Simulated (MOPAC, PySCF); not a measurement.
Species: C5H4N, net charge 0, doublet state. SMILES: [c]1ccncc1
Geometry: optimised at B3LYP-D3(BJ)/def2-TZVP (Ansatz).

Unscaled harmonic wavenumbers (cm⁻¹) in rising order, each level at the stationary point that it reaches from this structure (no distance between atoms moves by over 0.3 Å); the order of modes can differ between levels, and a negative number is imaginary. B3LYP-D3(BJ)/def2-TZVP (PySCF, at the structure above): 380, 446, 621, 647, 717, 770, 830, 964, 985, 987, 1047, 1077, 1082, 1231, 1268, 1323, 1411, 1477, 1539, 1619, 3145, 3147, 3188, 3189.

PM6 (MOPAC): 325, 422, 588, 595, 618, 819, 877, 906, 943, 964, 1040, 1076, 1135, 1185, 1188, 1239, 1405, 1454, 1506, 1722, 2728, 2730, 2768, 2774. Zero-point energy 44.3 against 47.3 kcal/mol; where all levels lie over 400 cm⁻¹, the wavenumbers are on average 0.958 times those of B3LYP-D3(BJ)/def2-TZVP.

PM7 (MOPAC): 331, 429, 610, 614, 636, 838, 896, 938, 992, 1006, 1123, 1132, 1212, 1241, 1249, 1297, 1478, 1516, 1580, 1815, 2729, 2731, 2771, 2776. Zero-point energy 45.7 against 47.3 kcal/mol; where all levels lie over 400 cm⁻¹, the wavenumbers are on average 0.994 times those of B3LYP-D3(BJ)/def2-TZVP.
